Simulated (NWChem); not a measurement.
ethylamine (C$_{2}$H$_{7}$N); SMILES NCC

```xyz
10

C      0.2571    -1.2343    -0.0367
C     -0.5506     0.0489     0.0217
N      0.3151     1.2090    -0.0768
H     -0.3946    -2.1209    -0.0138
H      0.8637    -1.2647    -0.9543
H      0.9463    -1.3085     0.8212
H     -1.1887     0.0307     0.9329
H     -1.2496     0.0726    -0.8321
H     -0.2323     2.0670    -0.0657
H      0.9301     1.2564     0.7345
```
Atoms are numbered in this order, from 1.

Computed with NWChem. Geometry optimised at PBE0/def2-SVP; all other runs use it. 

| quantity | level | value |
|---|---|---|
| anisotropy (bohr³), static | PBE0/def2-SVPD | [?] |
| dipole in solution (D) in water | PBE0/def2-SVP, SMD | 1.67 |
| vertical, lowest state with f > 0.02, singlet (eV) | PBE0/def2-SVPD, TDA | 7.45 |
| vertical ionisation energy, ΔSCF (eV) | PBE0/def2-SVP | [?] |
| dipole (D) | PBE0/def2-SVP | 1.30 |
| highest harmonic frequency (cm⁻¹) | PBE0/def2-SVP | [?] |

Complete the blanks.


- anisotropy (bohr³), static, value: 5.7
- vertical ionisation energy, ΔSCF (eV), value: 9.24
- highest harmonic frequency (cm⁻¹), value: 3618
